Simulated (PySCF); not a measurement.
# C₃H₃NO: a look at the electrons

Aim: take C₃H₃NO and analyse its density (charges, bond critical points, surface potential), localise its valence orbitals and see where an electron leaves and enters.

Program: PySCF 2.14.0. Level of theory: levels as typed in each script, gas phase, geometry from GFN2-xTB. These are calculated values, not measurements.

### Step 1. The system as given

SMILES `c1cocn1`, 8 atoms, charge 0, spin multiplicity 1.

Bond lengths: C1–C2 1.359 Å, C1–N5 1.365 Å, C1–H6 1.070 Å, C2–O3 1.350 Å, C2–H7 1.070 Å, O3–C4 1.337 Å, C4–N5 1.290 Å, C4–H8 1.071 Å. Angles: C2–C1–N5 108.5°, C2–C1–H6 130.0°, N5–C1–H6 121.5°, C1–C2–O3 107.9°, C1–C2–H7 133.9°, O3–C2–H7 118.3°, C2–O3–C4 104.7°, O3–C4–N5 114.2°, O3–C4–H8 119.3°, N5–C4–H8 126.5°, C1–N5–C4 104.8°.

As a file:

```tsv
atom	x (Å)	y (Å)	z (Å)
C1	0.9410	-0.6638	0.0000
C2	0.8839	0.6940	0.0000
O3	-0.4169	1.0535	0.0000
C4	-1.0875	-0.1027	0.0000
N5	-0.3345	-1.1507	0.0000
H6	1.7880	-1.3169	0.0000
H7	1.6235	1.4670	0.0000
H8	-2.1586	-0.0882	0.0000
```

### Step 2. Density, bond paths and surface potential (PBE/def2-svp)

Contents of input.py:

```python
import numpy as np
from pyscf import gto, scf, dft
from pyscf.scf import atom_ks, atom_hf
from scipy.linalg import block_diag

def solve(mol, dm0=None, hcore=None):
    mf = (dft.UKS if mol.spin else dft.RKS)(mol, xc='pbe')
    mf.grids.level = 3
    mf = mf.density_fit(auxbasis='def2-universal-jkfit')
    mf.conv_tol, mf.max_cycle = 1e-8, 80
    if hcore is not None:
        mf.get_hcore = lambda *args: hcore
    mf.kernel(dm0)
    if not mf.converged:
        mf = mf.newton().run(mf.mo_coeff, mf.mo_occ, max_cycle=30)
    assert mf.converged, 'SCF not converged'
    return mf

mol = gto.M(atom='''
C      0.94099    -0.66381     0.00000
C      0.88385     0.69399     0.00000
O     -0.41695     1.05348     0.00000
C     -1.08750    -0.10269     0.00000
N     -0.33448    -1.15069     0.00000
H      1.78802    -1.31690     0.00000
H      1.62346     1.46702     0.00000
H     -2.15861    -0.08815     0.00000
''', basis='def2-svp', charge=0, spin=0, verbose=4)
mf = solve(mol)
mf.analyze()
# spherically averaged free atoms, for the promolecule
atm = atom_ks.get_atm_nrks(mol, xc='pbe')
pro = block_diag(*[(atm[a[0]][2] * atm[a[0]][3]) @ atm[a[0]][2].T for a in mol._atom])
np.savez('result.npz', e=mf.e_tot, c=mf.mo_coeff, occ=mf.mo_occ, eps=mf.mo_energy, pro=pro, dip=mf.dip_moment(verbose=0), s2=mf.spin_square()[0])
```

Started as:

```
> OMP_NUM_THREADS=1 python input.py
```

### Step 4. Localised orbitals (LDA (SVWN)/def2-svp)

Contents of input.py:

```python
import numpy as np
from pyscf import gto, scf, dft, lo
from pyscf.data.elements import chemcore

def solve(mol, dm0=None, hcore=None):
    mf = (dft.UKS if mol.spin else dft.RKS)(mol, xc='svwn')
    mf.grids.level = 3
    mf = mf.density_fit(auxbasis='def2-universal-jkfit')
    mf.conv_tol, mf.max_cycle = 1e-8, 80
    if hcore is not None:
        mf.get_hcore = lambda *args: hcore
    mf.kernel(dm0)
    if not mf.converged:
        mf = mf.newton().run(mf.mo_coeff, mf.mo_occ, max_cycle=30)
    assert mf.converged, 'SCF not converged'
    return mf

mol = gto.M(atom='''
C      0.94099    -0.66381     0.00000
C      0.88385     0.69399     0.00000
O     -0.41695     1.05348     0.00000
C     -1.08750    -0.10269     0.00000
N     -0.33448    -1.15069     0.00000
H      1.78802    -1.31690     0.00000
H      1.62346     1.46702     0.00000
H     -2.15861    -0.08815     0.00000
''', basis='def2-svp', charge=0, spin=0, verbose=4)
mf = solve(mol)
occ_all = mf.mo_coeff[:, mf.mo_occ > 0]
occ = occ_all[:, chemcore(mol):]
pm = lo.PM(mol, occ, pop_method='meta_lowdin')
loc = pm.kernel()
for _ in range(5):
    new, stable = pm.stability_jacobi(return_status=True)
    if stable:
        break
    loc = pm.kernel(new)
fock, s = mf.get_fock(), mf.get_ovlp()
ortho = lo.orth_ao(mol, 'meta_lowdin')
labels = mol.ao_labels(fmt=None)
vir = loc[:, :0]
both = np.hstack([loc, vir])
p = (ortho.T @ s @ both) ** 2
pop = np.array([p[[l[0] == a for l in labels]].sum(0) for a in range(mol.natm)])
spd = np.array([[p[[l[0] == a and l[2][-1] == k for l in labels]].sum(0) for k in 'spd'] for a in range(mol.natm)])
eps = np.einsum('pi,pq,qi->i', both, fock, both)
for i in np.argsort(eps):
    top = np.argsort(-pop[:, i])[:3]
    print('%3d %s %9.4f Eh ' % (i + 1, 'occ' if i < loc.shape[1] else 'vir', eps[i]), '  '.join('%s%d %.3f' % (mol.atom_symbol(a), a + 1, pop[a, i]) for a in top))
np.savez('result.npz', c=both, nocc=loc.shape[1], pop=pop, spd=spd, eps=eps, e=mf.e_tot)
```

### Step 6. Removing and adding an electron (HF/6-31+g*)

Contents of input.py:

```python
import numpy as np
from pyscf import gto, scf, dft
from pyscf.scf import atom_ks, atom_hf
from scipy.linalg import block_diag

def solve(mol, dm0=None, hcore=None):
    mf = scf.UHF(mol) if mol.spin else scf.RHF(mol)
    mf = mf.density_fit(auxbasis='def2-universal-jkfit')
    mf.conv_tol, mf.max_cycle = 1e-8, 80
    if hcore is not None:
        mf.get_hcore = lambda *args: hcore
    mf.kernel(dm0)
    if not mf.converged:
        mf = mf.newton().run(mf.mo_coeff, mf.mo_occ, max_cycle=30)
    assert mf.converged, 'SCF not converged'
    return mf

mol = gto.M(atom='''
C      0.94099    -0.66381     0.00000
C      0.88385     0.69399     0.00000
O     -0.41695     1.05348     0.00000
C     -1.08750    -0.10269     0.00000
N     -0.33448    -1.15069     0.00000
H      1.78802    -1.31690     0.00000
H      1.62346     1.46702     0.00000
H     -2.15861    -0.08815     0.00000
''', basis='6-31+g*', charge=0, spin=0, verbose=4)
mf = solve(mol)
out = dict(e0=mf.e_tot, dm0=mf.make_rdm1(), c=mf.mo_coeff, occ=mf.mo_occ, eps=mf.mo_energy)
for name, dq, spin in [('cation', 1, 1), ('anion', -1, 1)]:
    ion = mol.copy().set(charge=mol.charge + dq, spin=spin).build()
    mi = solve(ion)
    if spin and dq > 0 and mol.nao < 130:
        c, _, stable, _ = mi.stability(return_status=True)
        if not stable:
            mi = solve(ion, mi.make_rdm1(c, mi.mo_occ))
    print(name, 'vertical energy change / eV', (mi.e_tot - mf.e_tot) * 27.211386)
    out.update({'e_' + name: mi.e_tot, 'dm_' + name: mi.make_rdm1(), 's2_' + name: mi.spin_square()[0], 'eps_' + name: mi.mo_energy, 'occ_' + name: mi.mo_occ})
# spherically averaged free atoms, for the promolecule
atm = scf.atom_hf.get_atm_nrhf(mol)
pro = block_diag(*[(atm[a[0]][2] * atm[a[0]][3]) @ atm[a[0]][2].T for a in mol._atom])
np.savez('result.npz', pro=pro, **out)
```

(Steps that only read results are left out.)

**Question.** What will these runs give? Wanted: dipole moment; HOMO, LUMO; vertical ionisation energy.

The runs gave:

| quantity | value |
| --- | --- |
| dipole moment (PBE/def2-svp) | 1.50 D |
| HOMO, LUMO (PBE/def2-svp) | -6.18, -0.99 eV |
| localised occupied orbitals above −45 eV (LDA (SVWN)/def2-svp) | 13 |
| vertical ionisation energy (HF/6-31+g*) | 8.28 eV |

In words: At PBE/def2-svp: The highest Hirshfeld charge is on C4 (+0.07 e), the lowest on N5 (−0.18 e). The ionisation energy from two SCF runs, 8.28 eV, lies 1.2 eV below −ε(HOMO) = 9.46 eV of the same level, HF/6-31+g*: with Hartree–Fock the relaxation of the ion lowers it. All values hold at the given geometry, in the gas phase.
